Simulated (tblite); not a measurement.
C5H8P (charge +1).
Atom-mapped SMILES: `[CH:1]1=[CH:2][PH2+:3][CH:4]=[CH:5][CH2:6]1` (hydrogens: H7 on C1; H8 on C2; H9, H10 on P3; H11 on C4; H12 on C5; H13, H14 on C6)
Bond orders are those of one Lewis drawing.

Computed with GFN2-xTB (tblite), gas phase: Langevin dynamics at 300 K from the optimised GFN2-xTB geometry, time step 0.5 fs, friction 0.01 fs⁻¹, 2000 steps. The instantaneous temperature is 2·E(kin)/(3Nk) with all 3N coordinates.

```
t (fs)  T (K)  E(pot) above start (eV)  C1=C2 (Å)  C2–P3 (Å)  P3–C4 (Å)  C4=C5 (Å)  C5–C6 (Å)  C1–H7 (Å)
     0    232                    0.000      1.336      1.775      1.775      1.336      1.485      1.083
    25    172                    0.291      1.320      1.804      1.773      1.340      1.534      1.109
    50    280                    0.251      1.340      1.775      1.755      1.357      1.468      1.122
    75    195                    0.391      1.371      1.742      1.766      1.370      1.465      1.051
   100    234                    0.303      1.315      1.806      1.793      1.348      1.513      1.091
   125    280                    0.323      1.318      1.786      1.754      1.309      1.480      1.124
   150    262                    0.326      1.368      1.764      1.790      1.320      1.515      1.057
   175    329                    0.301      1.363      1.801      1.801      1.341      1.475      1.088
   200    287                    0.374      1.323      1.817      1.735      1.363      1.469      1.078
   225    220                    0.421      1.325      1.725      1.819      1.357      1.508      1.056
   250    292                    0.322      1.335      1.837      1.755      1.318      1.468      1.093
   275    228                    0.404      1.320      1.799      1.800      1.320      1.494      1.131
   300    292                    0.270      1.341      1.765      1.770      1.361      1.539      1.065
   325    220                    0.486      1.354      1.783      1.820      1.347      1.472      1.031
   350    283                    0.447      1.353      1.779      1.757      1.334      1.414      1.098
   375    254                    0.584      1.333      1.748      1.857      1.349      1.530      1.100
   400    269                    0.500      1.301      1.811      1.733      1.317      1.512      1.085
   425    331                    0.537      1.316      1.771      1.828      1.335      1.442      1.078
   450    317                    0.461      1.378      1.810      1.793      1.368      1.457      1.084
   475    204                    0.508      1.387      1.715      1.767      1.355      1.439      1.069
   500    333                    0.413      1.334      1.863      1.805      1.293      1.496      1.104
   525    217                    0.612      1.266      1.771      1.781      1.319      1.539      1.091
   550    338                    0.397      1.303      1.838      1.751      1.357      1.471      1.075
   575    309                    0.576      1.385      1.782      1.730      1.366      1.421      1.133
   600    251                    0.633      1.394      1.725      1.803      1.342      1.513      1.077
   625    309                    0.379      1.345      1.792      1.776      1.331      1.507      1.064
   650    277                    0.571      1.313      1.797      1.786      1.327      1.459      1.092
   675    361                    0.343      1.321      1.743      1.806      1.337      1.460      1.095
   700    222                    0.518      1.350      1.813      1.743      1.341      1.491      1.100
   725    269                    0.407      1.341      1.780      1.775      1.369      1.458      1.043
   750    307                    0.346      1.338      1.745      1.776      1.389      1.501      1.112
   775    189                    0.577      1.357      1.827      1.797      1.339      1.503      1.079
   800    301                    0.365      1.353      1.726      1.751      1.294      1.489      1.066
   825    220                    0.430      1.351      1.801      1.844      1.326      1.537      1.090
   850    273                    0.409      1.345      1.797      1.691      1.359      1.522      1.067
   875    325                    0.312      1.333      1.745      1.825      1.357      1.515      1.125
   900    275                    0.392      1.331      1.791      1.813      1.346      1.470      1.078
   925    227                    0.326      1.322      1.765      1.751      1.336      1.510      1.067
   950    233                    0.455      1.339      1.820      1.819      1.315      1.495      1.111
   975    268                    0.418      1.366      1.742      1.753      1.318      1.476      1.088
  1000    353                    0.435      1.384      1.796      1.811      1.333      1.503      1.059
```

Problem. From 500 fs on, how do temperature and potential energy compare with equipartition?

Solution. The mean temperature of these 21 frames is 279 K against the target 300 K, and the mean potential energy 0.44 eV against 36 × kT/2 = 0.47 eV for 36 classical harmonic modes. For 14 atoms in a canonical ensemble the temperature itself scatters by T·√(2/(3N)) = 65 K; here its standard deviation is 48 K. The whole run lasts only 10 friction times of 100 fs, so these averages carry a wide statistical error.

Problem. What are the kinetic and total energies of the listed frame with the highest potential energy?

Solution. The one at 600 fs, 0.633 eV above the start. Its kinetic energy is 3NkT/2 = 0.454 eV at 251 K, so the sum is 1.09 eV; over the listed frames the sum runs from 0.42 to 1.14 eV, since the thermostat adds and removes energy.

Problem. How much do the listed bonds fluctuate from 500 fs on?

Solution. 
```
 bond  at the start (Å)  mean (Å)  standard deviation (Å)
C1=C2             1.336     1.341                   0.028
C2–P3             1.775     1.784                   0.036
P3–C4             1.775     1.780                   0.036
C4=C5             1.336     1.338                   0.023
C5–C6             1.485     1.492                   0.028
C1–H7             1.083     1.086                   0.022
```

The motion is classical and holds no zero-point motion.

What follows is the cost of the whole dynamics run. On Intel Xeon Platinum 8488C, one thread, shared host with 192 logical CPUs at a one-minute load of 51, this took 9.7 s and 0.19 GiB of memory at its peak.
